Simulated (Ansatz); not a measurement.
Basis-set extrapolation for `CCC=C(C)C` (PBE0-D4/def2-TZVP geometry, frozen core, Ansatz 0.2.0). Multiplicity 1, RHF reference.

|  | def2-TZVPP | def2-QZVPP |
| --- | --- | --- |
| HF | -234.269176 | -234.280137 |
| MP2 correlation | -1.033967 | -1.098008 |
| CCSD(T) correlation | -1.141926 | not run |

Energies in hartree. Use E(X) = E(∞) + A·exp(−7.88·√X) for Hartree–Fock and E(X) = E(∞) + B·X^(−2.97) for correlation, with X = 3 and 4, and add CCSD(T) minus MP2 of the smaller set to the MP2 limit.

What is the CCSD(T) energy at the basis-set limit?

HF limit: -234.280137 + (-0.010961) × 0.13774 = -234.28165. MP2 limit: -1.098008 + (-0.064041) × 0.74074 = -1.14545. Higher-order term: -1.141926 − (-1.033967) = -0.10796. Total: -235.53506 hartree, 325.5 kJ/mol below CCSD(T)/def2-TZVPP.
